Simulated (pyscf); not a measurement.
H₁₀Si₅ (SMILES [SiH2]1[SiH2][SiH2][SiH2][SiH2]1) → H₈Si₅ (SMILES [SiH]1=[SiH][SiH2][SiH2][SiH2]1) + H₂ (SMILES [H][H]), an elimination (singlet surface; H–Si, H–Si broken, H–H formed). Optimised with ωB97X-D3(BJ)/def2-SVP in PySCF. Energies in kcal/mol from the reactant's lowest minimum found.

Small-basis levels: PySCF, no dispersion term, spherical d functions. AM1 to PM7: differences of heats of formation from MOPAC. GFN2-xTB: tblite. Cost: rough CPU time at the saddle relative to B3LYP/6-31G*, from one job on a shared machine.

| level | barrier | reaction energy | cost |
|---|---|---|---|
| MP2/6-31G* | 84.2 | +40.3 | 0.1 |
| PBE/6-31G* | 69.7 | +42.3 | 2 |
| B3LYP/6-311+G** | 75.3 | +43.4 | 2 |
| PBE/def2-SVP | 65.2 | +43.1 | 2 |
| B3LYP/def2-SVP | 75.1 | +45.2 | 1 |
| GFN2-xTB | 99.5 | +58.3 | under 0.02 |
| AM1 | 94.7 | +31.8 | under 0.02 |
| PM6 | 64.7 | -0.2 | under 0.02 |
| PM7 | 95.2 | -11.0 | under 0.02 |
| ωB97M-D3(BJ)/def2-TZVP | 71.5 | +45.7 | – |

Against the last row the barrier runs from -6.8 (PM6) to +28.0 kcal/mol (GFN2-xTB). ωB97M-D3(BJ)/def2-TZVP has limits of its own. At the saddle there is also a short H–Si contact that neither side keeps. This is the saddle that the search found; another between the same sides may lie lower.
